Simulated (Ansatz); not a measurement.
## Counterpoise correction, worked out

The pair of H3O⁺ (SMILES [OH3+], atoms 1–4) and F2 (SMILES FF, atoms 5–6), both closed shells, in one local arrangement (a lower one may exist), relaxed at PBE0-D4/def2-TZVP:

O1  (0.135, 0.119, -0.966)
H2  (0.811, -0.449, -1.381)
H3  (-0.049, -0.108, -0.010)
H4  (-0.669, 0.202, -1.511)
F5  (0.103, 0.664, 2.295)
F6  (-0.331, -0.427, 1.572)
(Å)

Computed with Ansatz 0.2.0 (basis: def2-TZVPPD); correlated methods freeze the cores.

CCSD(T) total energies in eV:

| system | geometry | basis functions | energy |
| --- | --- | --- | --- |
| pair | pair | all | -7508.52453 |
| H3O⁺ | as in the pair | all (partner as ghosts) | -2084.78289 |
| F2 | as in the pair | all (partner as ghosts) | -5423.50910 |
| H3O⁺ | as in the pair | its own | -2084.77629 |
| F2 | as in the pair | its own | -5423.48213 |
| H3O⁺ | free (PBE0-D4 minimum) | its own | -2084.79099 |
| F2 | free (PBE0-D4 minimum) | its own | -5423.47713 |

**Question.** Work out the interaction energy with and without the counterpoise correction, the superposition error, and the binding energy from the relaxed fragments.

**Answer.** Without correction: -7508.52453 − (-2084.77629) − (-5423.48213) = -0.26611 eV.
With correction (each fragment in the whole basis): -7508.52453 − (-2084.78289) − (-5423.50910) = -0.23254 eV = -5.36 kcal/mol.
The superposition error is the difference, 0.03357 eV, 13 % of the uncorrected value: each fragment borrows its partner's functions.
Deformation from the free shapes: 0.01470 eV for H3O⁺ and -0.00500 eV for F2 (a small negative value is possible, since the free shapes are minima of another method).
Binding energy from relaxed fragments: -0.23254 + 0.01470 + (-0.00500) = -0.22284 eV = -5.14 kcal/mol (electronic, without zero-point energy; negative means bound). For comparison, the corrected interaction energy by CCSD(T) at an estimated basis limit (MP2 extrapolated from triple and quadruple zeta, plus CCSD(T) − MP2 in triple zeta) is -0.252 eV; triple zeta with the correction binds less.

No T1 diagnostic of these runs exceeds 0.013. The restricted Hartree–Fock reference is unstable towards an unrestricted one at one or more of these structures.

For scale, one of the runs: CCSD(T)/def2-TZVPPD, 171 basis functions, launched by `ansatz run in.yaml --threads 2 --pin off --events-out ev --progress --plain --max-ram 5222MiB`. Hardware: 2 CPU threads of an Arm Neoverse V1, shared host. Wall time 40 s; peak host memory 1.6 GiB.
